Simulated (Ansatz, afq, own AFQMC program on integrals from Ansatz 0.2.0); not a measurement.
## N, quartet → N⁺, triplet

A free N atom.

E(triplet, charge +1) − E(quartet, charge +0) at this geometry, on UHF and UHF determinants.

Basis cc-pVTZ. Noble-gas cores (and the filled d shells of Ga–Kr and In–Xe) are frozen. Ansatz 0.2.0 and our own AFQMC program on the same integrals; the CISD trial comes from CCSD amplitudes, and released means the phaseless constraint is let go. Error bars are statistical, one sigma. The errors of all members are added in quadrature.

Full CI on the same integrals is exact in this basis and with this determinant's frozen core.

The best estimate is CCSD(T) at the basis-set limit (CBS: def2-TZVPP and def2-QZVPP, with their diffuse functions for anions and beside diffuse sets, CCSD(T) itself extrapolated) plus the step from CCSD(T) to full CI in cc-pVTZ. Rows without CBS are in cc-pVTZ; B2PLYP and the wave-function rows carry a basis error of their own. Core correlation and relativity beyond core potentials are missing, and ± holds the sampling alone.

```
  level  vertical ionization energy (kJ/mol)
   CCSD                               1390.8
    PBE                               1418.0
wB97M-V                               1397.3
```

Q: From these cheaper values, estimate the vertical ionization energy at the level of the best estimate.

A: 1401.7 kJ/mol (best estimate, highest rung FCI).

| level | vertical ionization energy (kJ/mol) | error against the best estimate (kJ/mol) |
| --- | --- | --- |
| HF | 1340.3 | -61.4 |
| MP2 | 1404.5 | 2.8 |
| CCSD(T) | 1392.5 | -9.2 |
| CCSDT | 1392.5 | -9.2 |
| CCSDT(Q) | 1392.6 | -9.2 |
| ph-AFQMC/CISD | 1392.9 ± 0.06 | -8.8 ± 0.06 |
| released AFQMC | 1392.7 ± 0.1 | -9.1 ± 0.1 |
| FCI | 1392.6 | -9.2 |
| HF/CBS | 1340.6 | -61.1 |
| MP2/CBS | 1413.0 | 11.2 |
| CCSD(T)/CBS | 1401.7 | 0.0 |
| r2SCAN | 1428.0 | 26.2 |
| PBE0 | 1416.8 | 15.1 |
| B3LYP | 1412.3 | 10.6 |
| B2PLYP | 1397.5 | -4.2 |

Correlation beyond CCSD(T) changes it by less than 2 meV. Going to the basis-set limit adds 9.2 kJ/mol at CCSD(T). The perturbative (T) step is worth +1.8 kJ/mol. The functionals spread over 30.7 kJ/mol; B2PLYP and wB97M-V come nearest and r2SCAN is 26.2 kJ/mol too high.

Best estimates are given only where the step beyond CCSD(T) is under 0.3 eV and no member's determinant is very poor (T1 over 0.05, or 0.07 for open shells, ⟨S²⟩ too high by 0.3, two states mixed), so the hardest cases are missing from such tables.

The functionals ran in a triple-zeta set and keep a basis error of their own, a few kJ/mol for each bond in atomization energies and more for double hybrids, so close places among them and the extrapolated levels can swap.

CCSDT and higher add their correlation energy to the determinant of the CCSD(T) run, since their own runs factorise the integrals more tightly (a shift of under 2 meV). Each member of a difference takes its own highest rung, so a best estimate needn't equal the limit plus the step of one row. A walk keeps the symmetry of its determinant, which the program's search chose and which needn't be the lowest solution, so a lower state of the same spin and another symmetry isn't excluded. Released energies are given only where the last usable release times agree within the noise; a slower fall can still hide under it.
